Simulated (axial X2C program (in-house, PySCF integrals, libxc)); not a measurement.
# S₂: computed against measured constants

All values were computed with an in-house relativistic program for diatomic molecules. Spin-free means the one-electron spin-free X2C Hamiltonian; two-component (2c) means X2C with spin–orbit coupling and atomic mean-field two-electron Coulomb and Gaunt terms, so the difference of the two also holds small scalar two-electron terms. Basis: S dyall-av3z [9s8p3d2f] (cores contracted in-house); Gaussian nuclei, density fitting, unrestricted open shells. Masses: S 31.972 u.

| Hamiltonian | level | Re (Å) | ωe (cm⁻¹) | ωexe (cm⁻¹) | De (eV) |
| --- | --- | --- | --- | --- | --- |
| spin-free | PBE0 | 1.896 | 745.8 | 2.46 | 4.51 |
| spin-free | HF | 1.871 | 813.5 | 2.25 | 2.11 |
| spin-free | MP2 | 1.909 | 711.6 | 3.17 | 4.30 |
| spin-free | CCSD | 1.902 | 737.5 | 2.62 | 3.84 |
| spin-free | CCSD(T) | 1.914 | 710.6 | 2.79 | 4.09 |
| spin-free | M06 | 1.904 | 735.6 | 2.47 | 4.38 |
| 2c | PBE0 | 1.896 | 745.5 | 2.46 | 4.50 |
| 2c | M06 | 1.904 | 735.2 | 2.47 | 4.33 |

De refers to S + S.

Correlated methods: 12 electrons correlated (number of frozen shells: S 2 s, 1 p), 196 virtual spin orbitals or spinors in MP2, 90 natural virtuals in coupled cluster.

Measured (Huber and Herzberg, Constants of Diatomic Molecules, 1979; state 3Σg-): Re (Å) 1.8892, ωe (cm⁻¹) 725.65, ωexe (cm⁻¹) 2.844.

**Question.** Work out the error of each level, computed minus measured.

**Answer.** 

```
Hamiltonian    level  Re (Å)  ωe (cm⁻¹)  ωexe (cm⁻¹)
  spin-free     PBE0   0.007       20.1        -0.38
  spin-free       HF  -0.018       87.9        -0.59
  spin-free      MP2   0.020      -14.0         0.33
  spin-free     CCSD   0.013       11.9        -0.22
  spin-free  CCSD(T)   0.025      -15.0        -0.05
  spin-free      M06   0.015       10.0        -0.37
         2c     PBE0   0.007       19.9        -0.38
         2c      M06   0.015        9.6        -0.37
```

The state is one determinant whose occupation by symmetry is held fixed; it was picked as the lowest of a PBE0 search that is not exhaustive. Dissociation energies refer to the lowest single-determinant-based atoms at the same level and basis. Density functionals use the spin component along the axis (collinear). CCSD and (T) use frozen natural virtuals with an MP2 correction for the truncation; (T) itself is uncorrected, so its De runs slightly low. In 2c an atomic determinant is not the ground J level, so De misses part of the atomic spin–orbit lowering. This holds for PBE0. PBE0 can misorder states that lie within some tenths of an eV, so this need not be the ground state of the molecule. The nearest other spin-free determinant of the search, M_S = 0, Λ = 2, lies 0.71 eV up at the distance of the search. Without a current term, density functionals place determinants with orbital angular momentum somewhat too high. With several unpaired electrons one determinant need not be a pure state. Open-shell Ω = 0 determinants with evenly filled partner blocks cannot be reached by this program, so the Ω shown need not be the lowest component. This is the Ω = 1 component of a π² triplet; the 0⁺ component is not one determinant and can lie lowest.
